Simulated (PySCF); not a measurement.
CF under electron impact: the energy ladder

CCSD(T) in PySCF with def2-TZVPPD on every atom, for the lowest determinant that a PBE0 search found; no spin–orbit coupling.

```csv
species,state (unpaired electrons),Re (Å),ωe (cm⁻¹),energy of the minimum from the neutral (eV),De (eV),dissociates to
CF,doublet (π ↑),1.280,1300,0.00,5.54,C + F
CF⁺,singlet (closed shell),1.162,1774,9.01,7.70,C⁺ + F
CF⁻,triplet (π ↑↑),1.458,777,-0.25,2.53,C + F⁻
```

Work out the lowest energy to break CF into atoms, from its vibrational ground state.

D0 = De − ωe/2 = 5.54 − 0.08 = 5.46 eV (CCSD(T)/def2-TZVPPD).

Work out the ionisation energy of the C atom at this level and the threshold of dissociative ionisation.

IE(C) = 9.01 + 7.70 − 5.54 = 11.17 eV, so C⁺ + F + e⁻ appears at D0 + IE(C) = 16.63 eV (CCSD(T)/def2-TZVPPD). The measured IE(C) is 11.26 eV (NIST ASD).

Work out the electron affinity of the F atom and the threshold of dissociative attachment.

EA(F) = 5.54 − 2.53 − (-0.25) = 3.26 eV, so C + F⁻ needs D0 − EA(F) = 2.20 eV (CCSD(T)/def2-TZVPPD). The measured EA(F) is 3.401 eV.

At which energy does ion-pair formation open?

C⁺ + F⁻ lies at D0 + IE(C) − EA(F) = 13.37 eV (CCSD(T)/def2-TZVPPD).

These are thermodynamic thresholds; the onsets seen under electron impact lie higher where the geometry changes, and cross-sections peak well above them.

Correlated steps freeze 2 core orbitals. For an ion De counts to the pair picked by the measured ionisation energies or electron affinities, which need not be the lowest pair at this level. Where the molecule has an RHF reference, its open-shell atoms are computed with UHF. The CCSD T1 diagnostic is raised in CF⁺, a sign that a single reference may not be enough there. States were picked by a PBE0 search and need not be the measured ground states.
